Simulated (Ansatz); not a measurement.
`C#CCOC=C` at its PBE0-D4/def2-TZVP geometry, where that method's forces vanish. Charge 0, multiplicity 1.

```json
{"atom": "C1", "x (Å)": "3.208", "y (Å)": "-0.029", "z (Å)": "0.008"}
{"atom": "C2", "x (Å)": "2.016", "y (Å)": "-0.106", "z (Å)": "-0.096"}
{"atom": "C3", "x (Å)": "0.580", "y (Å)": "-0.226", "z (Å)": "-0.254"}
{"atom": "O4", "x (Å)": "-0.070", "y (Å)": "0.596", "z (Å)": "0.694"}
{"atom": "C5", "x (Å)": "-1.416", "y (Å)": "0.579", "z (Å)": "0.655"}
{"atom": "C6", "x (Å)": "-2.206", "y (Å)": "-0.112", "z (Å)": "-0.161"}
{"atom": "H7", "x (Å)": "4.265", "y (Å)": "0.044", "z (Å)": "0.106"}
{"atom": "H8", "x (Å)": "0.288", "y (Å)": "0.072", "z (Å)": "-1.270"}
{"atom": "H9", "x (Å)": "0.273", "y (Å)": "-1.271", "z (Å)": "-0.115"}
{"atom": "H10", "x (Å)": "-1.815", "y (Å)": "1.239", "z (Å)": "1.417"}
{"atom": "H11", "x (Å)": "-3.277", "y (Å)": "-0.008", "z (Å)": "-0.053"}
{"atom": "H12", "x (Å)": "-1.844", "y (Å)": "-0.778", "z (Å)": "-0.932"}
```

(1) For each bond, give half the difference of the two atoms' forces along it (eV/Å; positive pushes the atoms apart) under PBE-D4, r2SCAN-D4, B3LYP-D4, ωB97M-V in def2-TZVPP. (Estimate.)

Answers

(1) Computed: 
| bond | length (Å) | PBE-D4 | r2SCAN-D4 | B3LYP-D4 | ωB97M-V |
| --- | --- | --- | --- | --- | --- |
| C1–C2 | 1.198 | 0.98 | 0.35 | -0.06 | -0.35 |
| C1–H7 | 1.064 | -0.38 | -0.22 | -0.09 | 0.04 |
| C2–C3 | 1.450 | -0.66 | -0.27 | 0.04 | 0.43 |
| C3–O4 | 1.413 | 0.39 | 0.36 | 0.27 | 0.09 |
| C3–H8 | 1.098 | 0.11 | -0.05 | -0.11 | -0.18 |
| C3–H9 | 1.098 | 0.12 | -0.05 | -0.11 | -0.18 |
| O4–C5 | 1.346 | 0.19 | 0.16 | 0.20 | 0.29 |
| C5–C6 | 1.329 | 0.30 | 0.14 | 0.09 | -0.06 |
| C5–H10 | 1.084 | -0.03 | -0.12 | -0.20 | -0.14 |
| C6–H11 | 1.081 | 0.00 | -0.07 | -0.09 | -0.05 |
| C6–H12 | 1.081 | -0.01 | -0.10 | -0.09 | -0.05 |

B3LYP here is the variant with VWN-RPA as its local correlation; programs differ in this.
